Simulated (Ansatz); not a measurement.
Born–Oppenheimer molecular dynamics of ClH4NSi (7 atoms, charge 0, multiplicity 1). It starts at the highest image of a converged band. Of that band: A structure lower than the last end lies on the path between it and the top, so the climb from that side starts below the end, which may itself be a saddle point or a shallow side well. Neighbouring images differ by up to 1.2 eV, so the band resolves the path poorly. A vibrational analysis at the climbing image gives one clearly imaginary mode, 1347i cm⁻¹: a first-order saddle point.

Theory: Ansatz 0.2.0, RKS LDA/6-31G*.

- ensemble: NVE (velocity Verlet)
- time step: 0.5 fs
- steps asked: 200
- starting velocities drawn for: 300 K
- seed: 9408

First frame:

```xyz
7
Properties=species:S:1:pos:R:3
Si 0.320 0.129 -0.256
N 0.925 -0.068 1.493
H 0.459 -0.578 2.264
H 1.498 0.704 1.856
H 1.735 -0.411 0.421
Cl -0.937 1.806 -0.383
H -0.642 -1.036 -0.232
```

**Question.** How far do the bonds stretch over the last three quarters of this one trajectory? (Pairs bonded in most of those frames.)

**Answer.** 
| bond | mean (Å) | spread (Å) | shortest | longest |
| --- | --- | --- | --- | --- |
| Si1–Cl6 | 2.195 | 0.143 | 1.96 | 2.38 |
| Si1–H7 | 1.560 | 0.031 | 1.50 | 1.61 |
| N2–H3 | 1.038 | 0.024 | 1.00 | 1.10 |
| N2–H4 | 1.035 | 0.030 | 0.98 | 1.09 |
| N2–H5 | 1.042 | 0.056 | 0.95 | 1.13 |

Pairs bonded in part of these frames only: Si1–N2 34 %.

Mean temperature of the second half: 1138 K. The conserved energy stayed within 0.51 meV per atom of its start (net change 0.075 meV per atom), so the integration is sound. The kinetic energy rose, since the run started high on the potential surface and went downhill. A run of 0.1 ps of so small a system gives no equilibrium averages. The orbitals stay closed-shell, which can raise the energy where a bond breaks towards radicals; this wasn't checked here.

Run time: 3.3 min on 1 thread of Arm Neoverse V1, with other jobs on the host, peak memory 0.1 GiB.
